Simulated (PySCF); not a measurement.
# Potential energy of SN⁺ along the bond

Set-up: PySCF, no relativity, basis sets S aug-cc-pV(D+d)Z, N aug-cc-pVDZ. Energies in eV from S⁺ + N in their ground configurations at the same level. State: ¹Σ⁺ (singlet), closed shell.

All columns are PBE0. A positive dipole points towards N; it is taken about the centre of mass and depends on that origin.

| R (Å) | E (eV) | μ (D) | Mulliken charge on S (basis-dependent) | HOMO (eV) | LUMO (eV) | Mayer bond order | ⟨S²⟩ |
| --- | --- | --- | --- | --- | --- | --- | --- |
| 1.232 | -3.437 | -2.59 | 1.17 | -19.42 | -11.08 | 2.63 | 0.00 |
| 1.289 | -4.836 | -2.45 | 1.16 | -19.57 | -11.33 | 2.62 | 0.00 |
| 1.346 | -5.617 | -2.30 | 1.16 | -19.69 | -11.58 | 2.62 | 0.00 |
| 1.389 | -5.897 | -2.19 | 1.15 | -19.76 | -11.77 | 2.62 | 0.00 |
| 1.432 | -5.978 | -2.08 | 1.15 | -19.80 | -11.96 | 2.62 | 0.00 |
| 1.475 | -5.904 | -1.97 | 1.15 | -19.83 | -12.15 | 2.62 | 0.00 |
| 1.532 | -5.625 | -1.83 | 1.14 | -19.65 | -12.38 | 2.63 | 0.00 |
| 1.604 | -5.075 | -1.65 | 1.12 | -19.25 | -12.66 | 2.66 | 0.00 |
| 1.690 | -4.239 | -1.44 | 1.09 | -18.81 | -12.96 | 2.69 | 0.00 |
| 1.804 | -2.995 | -1.17 | 1.02 | -18.30 | -13.30 | 2.75 | 0.00 |

A fit through these points gives, at Re = 1.431 Å, μ = -2.09 D and dμ/dR = 2.58 D/Å; the reduced mass is 9.738 u.

How strong is the fundamental in the double-harmonic approximation, I = 42.26·(dμ/dR)²/μred km/mol?

I = 42.26·(2.58)²/9.738 = 28.9 km/mol at PBE0.

For an ion De counts to the pair picked by the measured ionisation energies or electron affinities, which need not be the lowest pair at this level.
